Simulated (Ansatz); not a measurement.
# CH₄OSi (SMILES OC=[SiH2]): one structure at several levels

An exercise on one series of results from a longer session: the logs are not shown, and one member is left open.

Program: Ansatz 0.2.0, Gaussian basis. Level of theory: single points in def2-TZVPP. These are calculated values, not measurements.

Correlated methods freeze the cores.

### The system as given

SMILES `OC=[SiH2]`, 7 atoms, charge 0, spin multiplicity 1.

Atoms are counted from 1 here; the program's logs count them from 0.

Bond lengths: O1–C2 1.426 Å, O1–H4 0.979 Å, C2–Si3 1.854 Å, C2–H5 0.990 Å, Si3–H6 1.581 Å, Si3–H7 1.470 Å. Angles: C2–O1–H4 107.4°, O1–C2–Si3 117.2°, O1–C2–H5 117.4°, Si3–C2–H5 125.4°, C2–Si3–H6 115.6°, C2–Si3–H7 128.1°, H6–Si3–H7 116.0°.

Coordinates:

```tsv
atom	x (Å)	y (Å)	z (Å)
O1	-1.16210	-1.03090	-0.66680
C2	-0.48330	0.18850	-0.37170
Si3	1.00730	0.08550	0.72520
H4	-1.96820	-0.80270	-1.17330
H5	-0.84830	1.01940	-0.76650
H6	1.78320	1.44460	0.95220
H7	1.63050	-1.11660	1.29730
```

The first run:

Contents of run/in.yaml:

```yaml
crystal:
  periodic: [false, false, false]
  atoms:
    - {symbol: O, position_ang: [-1.162100, -1.030900, -0.666800]}
    - {symbol: C, position_ang: [-0.483300, 0.188500, -0.371700]}
    - {symbol: Si, position_ang: [1.007300, 0.085500, 0.725200]}
    - {symbol: H, position_ang: [-1.968200, -0.802700, -1.173300]}
    - {symbol: H, position_ang: [-0.848300, 1.019400, -0.766500]}
    - {symbol: H, position_ang: [1.783200, 1.444600, 0.952200]}
    - {symbol: H, position_ang: [1.630500, -1.116600, 1.297300]}
basis:
  gaussian: {orbitals: def2-TZVPP}
correlation: {method: ccsd_t}
output: {forces: true}
```

No record of the launch command was kept for these runs.

Among the steps run: CCSD(T)/def2-TZVPP; PBE0-D4/def2-TZVPP; wB97M-V/def2-TZVPP; r2SCAN-D4/def2-TZVPP; PBE-D4/def2-TZVPP; BHLYP-D4/def2-TZVPP; B97M-V/def2-TZVPP.

One table of the session follows, with a row left open; its other results are not shown here.

| method | RMS force component (eV/Å) | angle to CCSD(T) forces (°) | dipole (D) |
| --- | --- | --- | --- |
| CCSD(T) | 1.986 | reference | 1.31 |
| PBE0-D4 | 2.163 | 4.9 | 1.32 |
| wB97M-V | ? | ? | ? |
| r2SCAN-D4 | 2.078 | 3.1 | 1.48 |
| PBE-D4 | 2.048 | 5.5 | 1.49 |
| BHLYP-D4 | 2.205 | 8.3 | 1.16 |
| B97M-V | 2.061 | 4.7 | 1.53 |

Q: Estimate the row for wB97M-V from the others.

**Answer.** RMS force component (eV/Å): 2.148; angle to CCSD(T) forces (°): 5.2; dipole (D): 1.19. In the column «RMS force component (eV/Å)» it lies between r2SCAN-D4 (2.078) and PBE0-D4 (2.163).
